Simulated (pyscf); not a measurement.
H₂N–SiH₂–NH–SiH(NH₂)–OH (SMILES N[SiH2]N[SiH](N)O) + H₂ (SMILES [H][H]) → H₂N–SiH₂–NH–SiH₂–NH₂ (SMILES N[SiH2]N[SiH2]N) + H₂O (SMILES O) (four-centre exchange; singlet surface; O–Si, H–H broken, H–Si, H–O formed). Optimised with ωB97X-D3(BJ)/def2-SVP in PySCF. Energies in eV from the separated reactants.

```csv
level,barrier,reaction energy
ωB97X-D3(BJ)/def2-TZVP,2.43,+1.16
PBE/def2-TZVP,2.19,+1.12
r²SCAN/def2-TZVP,(withheld),+1.24
B3LYP-D3(BJ)/def2-TZVP,(withheld),(withheld)
M06-2X/def2-TZVP,2.54,+1.27
HF/def2-TZVP,3.13,+1.04
```

Question: Complete the blanks.

Answer: 
- r²SCAN/def2-TZVP, barrier: 2.36
- B3LYP-D3(BJ)/def2-TZVP, barrier: 2.46
- B3LYP-D3(BJ)/def2-TZVP, reaction energy: +1.18

The functionals in the table span 0.34 eV in this barrier, from PBE to M06-2X. On the product side the descent ends in a bound adduct (not fully relaxed), 0.36 eV under the separated species and 1.63 eV under the saddle at ωB97X-D3(BJ)/def2-TZVP. One saddle was located; it need not be the lowest between these sides.
